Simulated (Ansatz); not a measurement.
Basis-set extrapolation for C3H6O2 (`C=C(O)CO`) (PBE0-D4/def2-TZVP geometry, frozen core, Ansatz). Multiplicity 1, RHF reference.

|  | def2-TZVPP | def2-QZVPP |
| --- | --- | --- |
| HF | -266.903971 | -266.916332 |
| MP2 correlation | -0.974481 | -1.045502 |
| CCSD(T) correlation | -1.043392 | not run |

Energies in hartree. Use E(X) = E(∞) + A·exp(−7.88·√X) for Hartree–Fock and E(X) = E(∞) + B·X^(−2.97) for correlation, with X = 3 and 4, and add CCSD(T) minus MP2 of the smaller set to the MP2 limit.

Question: What is the CCSD(T) energy at the basis-set limit?

Answer: HF limit: -266.916332 + (-0.012361) × 0.13774 = -266.91803. MP2 limit: -1.045502 + (-0.071021) × 0.74074 = -1.09811. Higher-order term: -1.043392 − (-0.974481) = -0.06891. Total: -268.08505 hartree, 361.5 kJ/mol below CCSD(T)/def2-TZVPP.
